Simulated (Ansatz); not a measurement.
A run of Ansatz (development build ahead of 0.2.0) on singlet F2 at this shape:

```xyz
2

F    -0.0886   -0.0365   -0.6703
F     0.0500    0.0552    0.6746
```

Its results:

| Quantity | Value |
| --- | --- |
| Converged | yes |
| Reference energy | -198.70299 hartree |
| Correlation energy | -0.42058 hartree |
| Total energy | -199.12357 hartree |
| Spin squared of the determinant | 0.000 |

Problem. Which input gives this output? Name the method, the orbitals and the basis set, and write the input.

Solution. RHF-MP2 in aug-cc-pVDZ. An unrestricted run that stays on the closed shell gives the same numbers.

```yaml
crystal:
  periodic: [false, false, false]
  atoms:
    - { symbol: F, position_ang: [-0.08862, -0.03646, -0.67026] }
    - { symbol: F, position_ang: [0.04995, 0.05517, 0.67463] }
basis:
  gaussian: { orbitals: aug-cc-pVDZ }
hamiltonian:
  xc: hf
correlation:
  method: mp2
  frozen_orbitals: { F: 1 }
```
